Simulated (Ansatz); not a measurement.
Process, species as SMILES: OO (H2O2) → [O-]O + H+
B3LYP-D3(BJ)/def2-TZVP geometries, fixed; electronic energies without zero-point terms.

The deprotonation energy at MP2 with Ansatz (an electronic-structure program), in kcal/mol, split into its Hartree-Fock and correlation parts. Cores are frozen. No added dispersion term, no relativity. Functions are those of the species that has most. These sets lack the diffuse functions that anions need.

```
basis    X  functions  Hartree-Fock     MP2
-------  -  ---------  ------------  ------
cc-pVDZ  2         38        404.46  412.59
cc-pVTZ  3         88        398.46  399.51
cc-pVQZ  4        170        394.73  391.89
```

Worked estimate of the basis-set limit from each neighbouring pair, with Hartree-Fock from the larger set and the correlation part extrapolated as X^-3.
Correlation parts: X = 2: 8.13, X = 3: 1.05, X = 4: -2.84.
- (2,3): (27·(1.05) - 8·(8.13))/19 = -1.93; with Hartree-Fock 398.46 the estimate is 396.53 kcal/mol.
- (3,4): (64·(-2.84) - 27·(1.05))/37 = -5.68; with Hartree-Fock 394.73 the estimate is 389.05 kcal/mol.
The last two estimates differ by 7.48 kcal/mol; the largest set lies 2.84 from the last. Over the last step Hartree-Fock moves by -3.73 and the correlation part by -3.89.
